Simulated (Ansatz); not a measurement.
```yaml
crystal:
  periodic: [false, false, false]
  atoms:
    - {symbol: Si, position_ang: [-0.002219, 0.005642, -0.031449]}
    - {symbol: Si, position_ang: [0.121197, -0.377397, 2.066902]}
    - {symbol: Cl, position_ang: [-0.118978, 0.371756, -2.035453]}
basis:
  gaussian: {orbitals: ANO-RCC-VTZP, nuclear_model: gaussian}
magnetization: {spin_polarized: true, initial_magnetization: 3}
hamiltonian: {xc: {name: BHLYP}, dispersion: d4}
output: {forces: true}
```

```sh
$ ansatz run in.yaml --threads 4 --pin off --events-out ev --progress --plain --max-ram 3916MiB
```

Output, abridged:

```
Functional definition: BHLYP
  name "BHLYP"
  cite "Becke, J. Chem. Phys. 98, 1372 (1993) doi:10.1063/1.464304"
  cite "Becke, Phys. Rev. A 38, 3098 (1988) doi:10.1103/PhysRevA.38.3098"
  cite "Lee, Yang & Parr, Phys. Rev. B 37, 785 (1988) doi:10.1103/PhysRevB.37.785"
  parameter a = 0.5
  exchange = (1 - a)*b88_x + a*exact_x
  correlation = lyp_c
640 factors; integrals over basis functions are off by at most 1.1e-3 eV
mean field evaluation 1: about -28346.1050 eV, gradient 8.1e0 eV
mean field evaluation 2: about -28346.4265 eV, gradient 5.4e0 eV
mean field evaluation 4: about -28346.6030 eV, gradient 4.9e-1 eV
mean field evaluation 8: about -28346.8585 eV, gradient 4.6e-2 eV
mean field evaluation 16: about -28346.8588 eV, gradient 1.5e-3 eV
mean field evaluation 32: about -28346.8588 eV, gradient 2.7e-7 eV
mean field -28346.85875285 eV, -1041.7278449761 hartree, gradient 1.0e-6 eV, S^2 3.754230; 2 other end points of the search recorded, 0 dependent functions left out
the calculation of the forces begins
reference -28346.85890057 eV, -1041.7278504050 hartree; 24, 21 occupied and 78, 81 virtual orbitals, 640 factors
Total energy: -28347.03022806 eV, -1041.7341465739 hartree
Relativity: scalar
Atom 0 at    -0.002219     0.005642    -0.031449 Å, force    -0.062615     0.101218    -0.595094 eV/Å
Atom 1 at     0.121197    -0.377397     2.066902 Å, force     0.172180    -0.490822     2.707799 eV/Å
Atom 2 at    -0.118978     0.371756    -2.035453 Å, force    -0.109565     0.389603    -2.112705 eV/Å
Dipole moment:     0.013933    -0.041757     0.229399 e Å
```

Run time 9 s (4 threads of Arm Neoverse V1 on a shared host).

DK, ANO-RCC and x2c sets are all-electron and run with scalar relativity unless a key says otherwise.
